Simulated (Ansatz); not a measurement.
The input, for Ansatz 0.2.0:

```yaml
crystal:
  periodic: [false, false, false]
  atoms:
    - {symbol: Cl, position_ang: [-0.802390, 0.019664, 0.000000]}
    - {symbol: H, position_ang: [0.386610, 0.019664, 0.000000]}
    - {symbol: N, position_ang: [1.850610, 0.019664, 0.000000]}
    - {symbol: H, position_ang: [2.119692, -0.984563, 0.000000]}
basis:
  gaussian: {orbitals: cc-pVDZ, point_charges: [{charge: 1.00, position_ang: [5.796, -0.194, 0.958]}]}
magnetization: {spin_polarized: false, initial_magnetization: 2}
correlation: {method: ccsd_t, electrons: all, diis_vectors: 1}
```

```sh
$ ansatz run in.yaml --threads 1 --pin off --events-out ev --progress --plain --max-ram 2393MiB
```

Problem. Roughly how long does this take on 1 thread of Arm Neoverse V2, shared host, and how much host memory?

Solution. 3.5 s wall and 0.15 GiB.

```
420 factors; integrals over basis functions are off by at most 1.4e-3 eV
mean field evaluation 1: about -14012.9095 eV, gradient 1.3e1 eV
mean field evaluation 2: about -14012.9335 eV, gradient 1.3e1 eV
mean field evaluation 4: about -14013.9979 eV, gradient 2.2e0 eV
mean field evaluation 8: about -14014.0521 eV, gradient 1.9e-1 eV
mean field evaluation 16: about -14012.9098 eV, gradient 1.3e1 eV
mean field evaluation 32: about -14009.6922 eV, gradient 5.0e-1 eV
mean field evaluation 64: about -14009.0662 eV, gradient 1.4e1 eV
mean field evaluation 96: about -14005.0038 eV, gradient 9.9e0 eV
mean field -14014.05223866 eV, -515.0069207049 hartree, gradient 1.0e-6 eV, S^2 2.000000; 0 other end points of the search recorded, 0 dependent functions left out
reference -14014.05223866 eV, -515.0069207049 hartree; 14, 12 occupied and 28, 30 virtual orbitals, 420 factors
second order -7.38277976 eV of doubles, -0.12983669 eV of singles
cycle   1  -8.19415647 eV  change   -6.8e-1 eV  update   5.3e-2
cycle   2  -8.39463150 eV  change   -2.0e-1 eV  update   1.8e-2
cycle   3  -8.40859458 eV  change   -1.4e-2 eV  update   1.0e-2
cycle   4  -8.41805619 eV  change   -9.5e-3 eV  update   4.5e-3
cycle   5  -8.41786781 eV  change    1.9e-4 eV  update   3.4e-3
cycle   6  -8.42016937 eV  change   -2.3e-3 eV  update   1.9e-3
cycle   7  -8.42076638 eV  change   -6.0e-4 eV  update   1.5e-3
cycle   8  -8.42171814 eV  change   -9.5e-4 eV  update   8.0e-4
cycle   9  -8.42184463 eV  change   -1.3e-4 eV  update   6.4e-4
cycle  10  -8.42219034 eV  change   -3.5e-4 eV  update   4.1e-4
cycle  11  -8.42230378 eV  change   -1.1e-4 eV  update   3.3e-4
cycle  12  -8.42244028 eV  change   -1.4e-4 eV  update   1.9e-4
cycle  13  -8.42245117 eV  change   -1.1e-5 eV  update   1.5e-4
cycle  14  -8.42250047 eV  change   -4.9e-5 eV  update   1.1e-4
cycle  15  -8.42251423 eV  change   -1.4e-5 eV  update   8.2e-5
cycle  16  -8.42253920 eV  change   -2.5e-5 eV  update   5.3e-5
cycle  17  -8.42253913 eV  change    6.9e-8 eV  update   3.9e-5
cycle  18  -8.42254787 eV  change   -8.7e-6 eV  update   2.8e-5
perturbative correction -0.14420092 eV, -0.0052992862 hartree
Total energy: -14022.61898745 eV, -515.3217429162 hartree
```
